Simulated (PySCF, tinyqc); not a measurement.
RHF in the sto-3g basis, for CH2, spin multiplicity 1, step by step (part 1 of 2). The lowest restricted solution is unstable here: a spin-polarised one lies 0.0456 hartree lower (PySCF). Computed by tinyqc, a small Python program that keeps every step (integrals from PySCF). Settings: charge = 0, multiplicity = 1, basis = sto-3g, energy threshold = 1e-09, iteration cap = 89, orthogonalisation = canonical, start = Wolfsberg-Helmholz matrix, DIIS depth = 6, method = RHF. Command: `OMP_NUM_THREADS=1 python tinyqc.py 25644 25645 out.jsonl` (the two numbers bound the seeds that draw the settings). One thread of a shared host (Intel(R) Xeon(R) Processor @ 2.60GHz), about 0.08 s of CPU time with the checks. Later iterations appear only in the table of the cycle.

## One-electron integrals

Geometry (angstrom):
```
atom        x         y        z
C     0.00000   0.00000  0.00000
H     0.00000   0.96600  0.47900
H     0.00000  -0.98900  0.49000
```

Basis sto-3g: exponents (1/bohr^2) and contraction coefficients of normalised primitives:
```
element  l (shell)  exponent  coefficient
C            s (1)  71.61684      0.15433
C            s (1)  13.04510      0.53533
C            s (1)   3.53051      0.44463
C            s (2)   2.94125     -0.09997
C            s (2)   0.68348      0.39951
C            s (2)   0.22229      0.70012
C            p (3)   2.94125      0.15592
C            p (3)   0.68348      0.60768
C            p (3)   0.22229      0.39196
H            s (1)   3.42525      0.15433
H            s (1)   0.62391      0.53533
H            s (1)   0.16886      0.44463
```

Overlap, kinetic and nuclear-attraction integrals over the contracted functions; the nuclear repulsion is the sum of Za Zb / Rab.

nuclear repulsion = 6.0920178 hartree

overlap S:
```
          1C 1s    1C 2s   1C 2px    1C 2py   1C 2pz    2H 1s     3H 1s
1C 1s   1.00000  0.24836  0.00000   0.00000  0.00000  0.06401   0.06031
1C 2s   0.24836  1.00000  0.00000   0.00000  0.00000  0.49754   0.48288
1C 2px  0.00000  0.00000  1.00000   0.00000  0.00000  0.00000   0.00000
1C 2py  0.00000  0.00000  0.00000   1.00000  0.00000  0.42222  -0.41444
1C 2pz  0.00000  0.00000  0.00000   0.00000  1.00000  0.20936   0.20534
2H 1s   0.06401  0.49754  0.00000   0.42222  0.20936  1.00000   0.12829
3H 1s   0.06031  0.48288  0.00000  -0.41444  0.20534  0.12829   1.00000
```

kinetic energy T (hartree):
```
           1C 1s     1C 2s   1C 2px    1C 2py   1C 2pz     2H 1s     3H 1s
1C 1s   15.89112  -0.08589  0.00000   0.00000  0.00000  -0.01008  -0.01097
1C 2s   -0.08589   0.47225  0.00000   0.00000  0.00000   0.11074   0.10244
1C 2px   0.00000   0.00000  1.47773   0.00000  0.00000   0.00000   0.00000
1C 2py   0.00000   0.00000  0.00000   1.47773  0.00000   0.24052  -0.22651
1C 2pz   0.00000   0.00000  0.00000   0.00000  1.47773   0.11926   0.11223
2H 1s   -0.01008   0.11074  0.00000   0.24052  0.11926   0.76003  -0.00950
3H 1s   -0.01097   0.10244  0.00000  -0.22651  0.11223  -0.00950   0.76003
```

nuclear attraction V (hartree):
```
            1C 1s     1C 2s    1C 2px    1C 2py    1C 2pz     2H 1s     3H 1s
1C 1s   -34.62296  -4.43320   0.00000  -0.00071  -0.01502  -1.16559  -1.09681
1C 2s    -4.43320  -6.13276   0.00000  -0.00520  -0.15348  -2.61970  -2.52050
1C 2px    0.00000   0.00000  -6.00635   0.00000   0.00000   0.00000   0.00000
1C 2py   -0.00071  -0.00520   0.00000  -6.21035  -0.00226  -2.06582   2.00523
1C 2pz   -0.01502  -0.15348   0.00000  -0.00226  -6.05647  -1.05938  -1.02790
2H 1s    -1.16559  -2.61970   0.00000  -2.06582  -1.05938  -4.37532  -0.63027
3H 1s    -1.09681  -2.52050   0.00000   2.00523  -1.02790  -0.63027  -4.31506
```

core Hamiltonian H = T + V (hartree):
```
            1C 1s     1C 2s    1C 2px    1C 2py    1C 2pz     2H 1s     3H 1s
1C 1s   -18.73184  -4.51909   0.00000  -0.00071  -0.01502  -1.17567  -1.10778
1C 2s    -4.51909  -5.66051   0.00000  -0.00520  -0.15348  -2.50895  -2.41806
1C 2px    0.00000   0.00000  -4.52862   0.00000   0.00000   0.00000   0.00000
1C 2py   -0.00071  -0.00520   0.00000  -4.73262  -0.00226  -1.82530   1.77872
1C 2pz   -0.01502  -0.15348   0.00000  -0.00226  -4.57874  -0.94012  -0.91567
2H 1s    -1.17567  -2.50895   0.00000  -1.82530  -0.94012  -3.61529  -0.63978
3H 1s    -1.10778  -2.41806   0.00000   1.77872  -0.91567  -0.63978  -3.55503
```

## Two-electron integrals

Functions are numbered as in S; the eight-fold symmetry (ij|kl) = (ji|kl) = (kl|ij) leaves the list below.

Two-electron integrals (ij|kl) in chemists' order, unique and non-zero (hartree):
```
(11|11) 3.54195     (21|11) 0.57692     (21|21) 0.11189     (22|11) 0.85468
(22|21) 0.20528     (22|22) 0.62471     (31|31) 0.02030     (32|31) 0.03086
(32|32) 0.13800     (33|11) 0.85244     (33|21) 0.20534     (33|22) 0.62457
(33|33) 0.67283     (41|41) 0.02030     (42|41) 0.03086     (42|42) 0.13800
(43|43) 0.03627     (44|11) 0.85244     (44|21) 0.20534     (44|22) 0.62457
(44|33) 0.60030     (44|44) 0.67283     (51|51) 0.02030     (52|51) 0.03086
(52|52) 0.13800     (53|53) 0.03627     (54|54) 0.03627     (55|11) 0.85244
(55|21) 0.20534     (55|22) 0.62457     (55|33) 0.60030     (55|44) 0.60030
(55|55) 0.67283     (61|11) 0.15000     (61|21) 0.02889     (61|22) 0.05284
(61|33) 0.05266     (61|41) 0.00160     (61|42) 0.00295     (61|44) 0.05311
(61|51) 0.00079     (61|52) 0.00146     (61|54) 0.00022     (61|55) 0.05277
(61|61) 0.00763     (62|11) 0.33869     (62|21) 0.08233     (62|22) 0.27320
(62|33) 0.26686     (62|41) 0.00702     (62|42) 0.04708     (62|44) 0.28193
(62|51) 0.00348     (62|52) 0.02334     (62|54) 0.00747     (62|55) 0.27056
(62|61) 0.02214     (62|62) 0.15296     (63|31) 0.00863     (63|32) 0.04469
(63|43) 0.00937     (63|53) 0.00465     (63|63) 0.01950     (64|11) 0.25129
(64|21) 0.06191     (64|22) 0.21784     (64|33) 0.20680     (64|41) 0.01326
(64|42) 0.07975     (64|44) 0.23690     (64|51) 0.00229     (64|52) 0.01739
(64|54) 0.01028     (64|55) 0.20959     (64|61) 0.01749     (64|62) 0.14505
(64|64) 0.15457     (65|11) 0.12461     (65|21) 0.03070     (65|22) 0.10802
(65|33) 0.10255     (65|41) 0.00229     (65|42) 0.01739     (65|44) 0.10817
(65|51) 0.00977     (65|52) 0.05331     (65|54) 0.01216     (65|55) 0.11322
(65|61) 0.00867     (65|62) 0.07192     (65|64) 0.06697     (65|65) 0.05271
(66|11) 0.47892     (66|21) 0.11843     (66|22) 0.44459     (66|33) 0.42085
(66|41) 0.01326     (66|42) 0.11721     (66|44) 0.47763     (66|51) 0.00657
(66|52) 0.05812     (66|54) 0.02816     (66|55) 0.43481     (66|61) 0.03239
(66|62) 0.30796     (66|64) 0.32342     (66|65) 0.16037     (66|66) 0.77461
(71|11) 0.14120     (71|21) 0.02721     (71|22) 0.04978     (71|33) 0.04961
(71|41) -0.00150    (71|42) -0.00278    (71|44) 0.05004     (71|51) 0.00074
(71|52) 0.00138     (71|54) -0.00021    (71|55) 0.04972     (71|61) 0.00694
(71|62) 0.01948     (71|64) 0.01393     (71|65) 0.00763     (71|66) 0.02779
(71|71) 0.00677     (72|11) 0.32553     (72|21) 0.07917     (72|22) 0.26352
(72|33) 0.25733     (72|41) -0.00676    (72|42) -0.04573    (72|44) 0.27205
(72|51) 0.00335     (72|52) 0.02266     (72|54) -0.00729    (72|55) 0.26095
(72|61) 0.01988     (72|62) 0.10548     (72|64) 0.07169     (72|65) 0.04822
(72|66) 0.16614     (72|71) 0.02006     (72|72) 0.14346     (73|31) 0.00821
(73|32) 0.04280     (73|43) -0.00905    (73|53) 0.00448     (73|63) 0.01245
(73|73) 0.01807     (74|11) -0.24399    (74|21) -0.06013    (74|22) -0.21222
(74|33) -0.20148    (74|41) 0.01270     (74|42) 0.07712     (74|44) -0.23073
(74|51) -0.00222    (74|52) -0.01701    (74|54) 0.01001     (74|55) -0.20422
(74|61) -0.01437    (74|62) -0.07273    (74|64) -0.03824    (74|65) -0.03256
(74|66) -0.10570    (74|71) -0.01599    (74|72) -0.13733    (74|74) 0.14716
(75|11) 0.12088     (75|21) 0.02979     (75|22) 0.10514     (75|33) 0.09982
(75|41) -0.00222    (75|42) -0.01701    (75|44) 0.10535     (75|51) 0.00932
(75|52) 0.05122     (75|54) -0.01179    (75|55) 0.11015     (75|61) 0.00786
(75|62) 0.04853     (75|64) 0.03233     (75|65) 0.03418     (75|66) 0.08122
(75|71) 0.00792     (75|72) 0.06804     (75|74) -0.06396    (75|75) 0.04975
(76|11) 0.08059     (76|21) 0.01962     (76|22) 0.06667     (76|33) 0.06512
(76|41) -1.30e-05   (76|42) -0.00014    (76|44) 0.06739     (76|51) 0.00141
(76|52) 0.00989     (76|54) -3.16e-05   (76|55) 0.06745     (76|61) 0.00513
(76|62) 0.03281     (76|64) 0.02698     (76|65) 0.01700     (76|66) 0.06081
(76|71) 0.00483     (76|72) 0.03191     (76|74) -0.02662    (76|75) 0.01664
(76|76) 0.00855     (77|11) 0.46896     (77|21) 0.11601     (77|22) 0.43765
(77|33) 0.41429     (77|41) -0.01282    (77|42) -0.11511    (77|44) 0.47016
(77|51) 0.00635     (77|52) 0.05703     (77|54) -0.02768    (77|55) 0.42801
(77|61) 0.02890     (77|62) 0.16977     (77|64) 0.10648     (77|65) 0.08243
(77|66) 0.26959     (77|71) 0.02988     (77|72) 0.29681     (77|74) -0.31441
(77|75) 0.15577     (77|76) 0.06081     (77|77) 0.77461
```

## Orthogonalisation

S = U s U^T; canonical form X = U s^(-1/2), so that X^T S X = 1. Each column of U has its largest component positive (the first on a tie).

eigenvalues of S: 0.28955  0.34200  0.88649  1.00000  1.07523  1.53075  1.87597

X:
```
               1         2         3        4         5         6        7
1C 1s   -0.29594   0.05000   0.78782  0.00000  -0.58037  -0.00459  0.18089
1C 2s    1.27124  -0.18001  -0.27619  0.00000  -0.24017  -0.01041  0.45664
1C 2px   0.00000   0.00000   0.00000  1.00000   0.00000   0.00000  0.00000
1C 2py   0.18861   1.12882  -0.00153  0.00000   0.00291   0.60140  0.01170
1C 2pz   0.49348  -0.07109   0.61230  0.00000   0.70882  -0.00505  0.17143
2H 1s   -0.99625  -0.76746  -0.16585  0.00000   0.12767   0.37142  0.37092
3H 1s   -0.69163   1.01033  -0.16939  0.00000   0.12954  -0.39177  0.35315
```

## Starting guess

The start is the generalised Wolfsberg-Helmholz matrix (K = 1.75) built on H; D = 2 C_occ C_occ^T.

D at the start:
```
           1C 1s     1C 2s   1C 2px    1C 2py    1C 2pz     2H 1s     3H 1s
1C 1s    2.05855  -0.20418  0.00000   0.00268   0.12057  -0.17700  -0.17280
1C 2s   -0.20418   0.93765  0.00000  -0.01238  -0.41989   0.38207   0.37808
1C 2px   0.00000   0.00000  0.00000   0.00000   0.00000   0.00000   0.00000
1C 2py   0.00268  -0.01238  0.00000   1.00579  -0.00349   0.41265  -0.41812
1C 2pz   0.12057  -0.41989  0.00000  -0.00349   1.85476   0.10602   0.10492
2H 1s   -0.17700   0.38207  0.00000   0.41265   0.10602   0.38134   0.03272
3H 1s   -0.17280   0.37808  0.00000  -0.41812   0.10492   0.03272   0.37059
```

## Iteration 1: building the Fock matrix

J_ij = sum D_kl (ij|kl), K_ij = sum D_kl (ik|jl); F = H + J - 0.5 K; E = tr D H + tr D J / 2 - 0.25 tr D K + E_nn.

Coulomb J (hartree):
```
           1C 1s    1C 2s   1C 2px    1C 2py    1C 2pz    2H 1s     3H 1s
1C 1s   11.52350  2.22851  0.00000   0.00020  -0.00363  0.57691   0.54324
1C 2s    2.22851  5.15837  0.00000   0.00153   0.02010  2.25572   2.17450
1C 2px   0.00000  0.00000  5.03658   0.00000   0.00000  0.00000   0.00000
1C 2py   0.00020  0.00153  0.00000   5.22603   0.00063  1.80641  -1.75804
1C 2pz  -0.00363  0.02010  0.00000   0.00063   5.19619  0.90052   0.87591
2H 1s    0.57691  2.25572  0.00000   1.80641   0.90052  3.73652   0.54894
3H 1s    0.54324  2.17450  0.00000  -1.75804   0.87591  0.54894   3.68014
```

exchange K (hartree):
```
           1C 1s     1C 2s   1C 2px    1C 2py    1C 2pz    2H 1s     3H 1s
1C 1s    7.16819   1.27170  0.00000  -0.00003   0.00854  0.33485   0.31542
1C 2s    1.27170   1.68372  0.00000   0.00196  -0.06167  0.90827   0.88154
1C 2px   0.00000   0.00000  0.35511   0.00000   0.00000  0.00000   0.00000
1C 2py  -0.00003   0.00196  0.00000   1.51646   0.00148  0.72731  -0.71409
1C 2pz   0.00854  -0.06167  0.00000   0.00148   1.62358  0.33943   0.33191
2H 1s    0.33485   0.90827  0.00000   0.72731   0.33943  1.17242   0.24169
3H 1s    0.31542   0.88154  0.00000  -0.71409   0.33191  0.24169   1.13734
```

Fock matrix F (hartree):
```
            1C 1s     1C 2s   1C 2px    1C 2py    1C 2pz     2H 1s     3H 1s
1C 1s   -10.79243  -2.92643  0.00000  -0.00049  -0.02292  -0.76618  -0.72225
1C 2s    -2.92643  -1.34399  0.00000  -0.00465  -0.10255  -0.70737  -0.68433
1C 2px    0.00000   0.00000  0.33041   0.00000   0.00000   0.00000   0.00000
1C 2py   -0.00049  -0.00465  0.00000  -0.26482  -0.00237  -0.38255   0.37772
1C 2pz   -0.02292  -0.10255  0.00000  -0.00237  -0.19434  -0.20931  -0.20571
2H 1s    -0.76618  -0.70737  0.00000  -0.38255  -0.20931  -0.46498  -0.21169
3H 1s    -0.72225  -0.68433  0.00000   0.37772  -0.20571  -0.21169  -0.44355
```

total energy of this density = -38.2377533 hartree

## Iteration 1: diagonalisation and new density

Diagonalise F' = X^T F X, C = X C', fill 4 alpha and 4 beta electrons from the bottom; D = 2 C_occ C_occ^T. Each column has its largest component positive (the first on a tie).

F' = X^T F X (hartree):
```
          1         2         3        4         5         6         7
1   0.57709   0.05924   0.64096  0.00000  -0.44839   0.00856   0.13603
2   0.05924   0.81552  -0.12927  0.00000   0.09686   0.06455  -0.03278
3   0.64096  -0.12927  -5.27575  0.00000   4.61940   0.05062  -2.45815
4   0.00000   0.00000   0.00000  0.33041   0.00000   0.00000   0.00000
5  -0.44839   0.09686   4.61940  0.00000  -4.36198  -0.04758   2.26979
6   0.00856   0.06455   0.05062  0.00000  -0.04758  -0.51601   0.02712
7   0.13603  -0.03278  -2.45815  0.00000   2.26979   0.02712  -2.02200
```

orbital energies (hartree): MO1 -10.79963, MO2 -0.75852, MO3 -0.51860, MO4 -0.18523, MO5 0.33041, MO6 0.64613, MO7 0.83273

coefficients C:
```
             MO1       MO2       MO3       MO4      MO5       MO6       MO7
1C 1s    0.99233  -0.21075   0.00286   0.10841  0.00000  -0.19765  -0.01857
1C 2s    0.03358   0.61175  -0.01381  -0.46159  0.00000   1.17737   0.12737
1C 2px   0.00000   0.00000   0.00000   0.00000  1.00000   0.00000   0.00000
1C 2py   0.00026   0.00756   0.54573  -0.00011  0.00000  -0.09392   1.16831
1C 2pz   0.00558   0.15832  -0.00204   0.88812  0.00000   0.58149   0.05782
2H 1s   -0.00828   0.32009   0.41834   0.10809  0.00000  -0.81874  -0.97020
3H 1s   -0.00794   0.30492  -0.43079   0.10931  0.00000  -0.95332   0.78956
```

D after iteration 1:
```
           1C 1s     1C 2s   1C 2px    1C 2py    1C 2pz     2H 1s     3H 1s
1C 1s    2.08178  -0.29138  0.00000   0.00042   0.13689  -0.12551  -0.12304
1C 2s   -0.29138   1.17724  0.00000  -0.00569  -0.62576   0.27974   0.28351
1C 2px   0.00000   0.00000  0.00000   0.00000   0.00000   0.00000   0.00000
1C 2py   0.00042  -0.00569  0.00000   0.59575  -0.00003   0.46141  -0.46560
1C 2pz   0.13689  -0.62576  0.00000  -0.00003   1.62772   0.29154   0.29238
2H 1s   -0.12551   0.27974  0.00000   0.46141   0.29154   0.57843  -0.14147
3H 1s   -0.12304   0.28351  0.00000  -0.46560   0.29238  -0.14147   0.58113
```

## Iteration 2: building the Fock matrix

As before.

Coulomb J (hartree):
```
           1C 1s    1C 2s   1C 2px    1C 2py    1C 2pz    2H 1s     3H 1s
1C 1s   11.36977  2.18986  0.00000   0.00040  -0.00717  0.56682   0.53369
1C 2s    2.18986  5.07628  0.00000   0.00172   0.01782  2.23272   2.15363
1C 2px   0.00000  0.00000  4.95711   0.00000   0.00000  0.00000   0.00000
1C 2py   0.00040  0.00172  0.00000   5.14308   0.00061  1.79529  -1.74885
1C 2pz  -0.00717  0.01782  0.00000   0.00061   5.11203  0.89541   0.87179
2H 1s    0.56682  2.23272  0.00000   1.79529   0.89541  3.74836   0.54416
3H 1s    0.53369  2.15363  0.00000  -1.74885   0.87179  0.54416   3.70009
```

exchange K (hartree):
```
          1C 1s     1C 2s   1C 2px    1C 2py    1C 2pz    2H 1s     3H 1s
1C 1s   7.18356   1.24527  0.00000   0.00012   0.00402  0.33163   0.31260
1C 2s   1.24527   1.67257  0.00000   0.00500  -0.10430  0.90198   0.87607
1C 2px  0.00000   0.00000  0.35311   0.00000   0.00000  0.00000   0.00000
1C 2py  0.00012   0.00500  0.00000   1.35956   0.00407  0.72922  -0.71743
1C 2pz  0.00402  -0.10430  0.00000   0.00407   1.56000  0.36298   0.35709
2H 1s   0.33163   0.90198  0.00000   0.72922   0.36298  1.26579   0.22139
3H 1s   0.31260   0.87607  0.00000  -0.71743   0.35709  0.22139   1.24299
```

Fock matrix F (hartree):
```
            1C 1s     1C 2s   1C 2px    1C 2py    1C 2pz     2H 1s     3H 1s
1C 1s   -10.95385  -2.95186  0.00000  -0.00037  -0.02420  -0.77467  -0.73039
1C 2s    -2.95186  -1.42052  0.00000  -0.00598  -0.08351  -0.72723  -0.70247
1C 2px    0.00000   0.00000  0.25194   0.00000   0.00000   0.00000   0.00000
1C 2py   -0.00037  -0.00598  0.00000  -0.26933  -0.00369  -0.39462   0.38859
1C 2pz   -0.02420  -0.08351  0.00000  -0.00369  -0.24672  -0.22620  -0.22243
2H 1s    -0.77467  -0.72723  0.00000  -0.39462  -0.22620  -0.49982  -0.20631
3H 1s    -0.73039  -0.70247  0.00000   0.38859  -0.22243  -0.20631  -0.47644
```

total energy of this density = -38.3400638 hartree

## Iteration 2: DIIS over 2 matrices

error matrix X^T (FDS - SDF) X:
```
          1         2         3        4         5         6         7
1   0.00000   0.00058   0.08736  0.00000   0.02988   0.00819  -0.03606
2  -0.00058   0.00000  -0.01331  0.00000  -0.00555   0.05165   0.00520
3  -0.08736   0.01331   0.00000  0.00000   0.00318  -0.00043   0.00106
4   0.00000   0.00000   0.00000  0.00000   0.00000   0.00000   0.00000
5  -0.02988   0.00555  -0.00318  0.00000   0.00000   0.00006   0.00167
6  -0.00819  -0.05165   0.00043  0.00000  -0.00006   0.00000  -0.00019
7   0.03606  -0.00520  -0.00106  0.00000  -0.00167   0.00019   0.00000
```

B (overlaps of the stored error matrices):
```
               1              2
1  5.9884434e-01  9.2355734e-02
2  9.2355734e-02  2.5619002e-02
```

Minimise |sum c_i e_i|^2 with sum c_i = 1: solve [B -1; -1 0][c; lambda] = [0; -1] with B_ij = tr e_i^T e_j, and take F = sum c_i F_i.

DIIS coefficients: -0.15176  1.15176

extrapolated F (hartree):
```
            1C 1s     1C 2s   1C 2px    1C 2py    1C 2pz     2H 1s     3H 1s
1C 1s   -10.97835  -2.95572  0.00000  -0.00035  -0.02439  -0.77596  -0.73162
1C 2s    -2.95572  -1.43213  0.00000  -0.00618  -0.08062  -0.73024  -0.70522
1C 2px    0.00000   0.00000  0.24003   0.00000   0.00000   0.00000   0.00000
1C 2py   -0.00035  -0.00618  0.00000  -0.27001  -0.00389  -0.39645   0.39023
1C 2pz   -0.02439  -0.08062  0.00000  -0.00389  -0.25466  -0.22876  -0.22496
2H 1s    -0.77596  -0.73024  0.00000  -0.39645  -0.22876  -0.50511  -0.20549
3H 1s    -0.73162  -0.70522  0.00000   0.39023  -0.22496  -0.20549  -0.48143
```

## Iteration 2: diagonalisation and new density

As before.

F' = X^T F X (hartree):
```
          1         2         3        4         5         6         7
1   0.52236   0.06145   0.70380  0.00000  -0.43418   0.01298   0.11713
2   0.06145   0.78971  -0.13982  0.00000   0.09442   0.09455  -0.02995
3   0.70380  -0.13982  -5.40946  0.00000   4.66437   0.05138  -2.48484
4   0.00000   0.00000   0.00000  0.24003   0.00000   0.00000   0.00000
5  -0.43418   0.09442   4.66437  0.00000  -4.47700  -0.04865   2.29779
6   0.01298   0.09455   0.05138  0.00000  -0.04865  -0.54313   0.02643
7   0.11713  -0.02995  -2.48484  0.00000   2.29779   0.02643  -2.08020
```

orbital energies (hartree): MO1 -10.98449, MO2 -0.81514, MO3 -0.54930, MO4 -0.27510, MO5 0.24003, MO6 0.61629, MO7 0.81001

coefficients C:
```
             MO1       MO2       MO3       MO4      MO5       MO6       MO7
1C 1s    0.99298  -0.21728   0.00394   0.11031  0.00000  -0.18625  -0.01440
1C 2s    0.03067   0.65361  -0.01786  -0.49907  0.00000   1.14127   0.10495
1C 2px   0.00000   0.00000   0.00000   0.00000  1.00000   0.00000   0.00000
1C 2py   0.00022   0.00993   0.51956  -0.00055  0.00000  -0.07545   1.18148
1C 2pz   0.00521   0.14405  -0.00049   0.86300  0.00000   0.62232   0.05008
2H 1s   -0.00727   0.29673   0.43725   0.16073  0.00000  -0.83588  -0.94711
3H 1s   -0.00698   0.27900  -0.45074   0.16422  0.00000  -0.93913   0.79548
```

D after iteration 2:
```
           1C 1s     1C 2s   1C 2px    1C 2py    1C 2pz     2H 1s     3H 1s
1C 1s    2.09081  -0.33337  0.00000   0.00009   0.13814  -0.10448  -0.10243
1C 2s   -0.33337   1.35507  0.00000  -0.00501  -0.67275   0.21140   0.21648
1C 2px   0.00000   0.00000  0.00000   0.00000   0.00000   0.00000   0.00000
1C 2py   0.00009  -0.00501  0.00000   0.54009   0.00140   0.46007  -0.46302
1C 2pz   0.13814  -0.67275  0.00000   0.00140   1.53109   0.36240   0.36420
2H 1s   -0.10448   0.21140  0.00000   0.46007   0.36240   0.61025  -0.17570
3H 1s   -0.10243   0.21648  0.00000  -0.46302   0.36420  -0.17570   0.61606
```
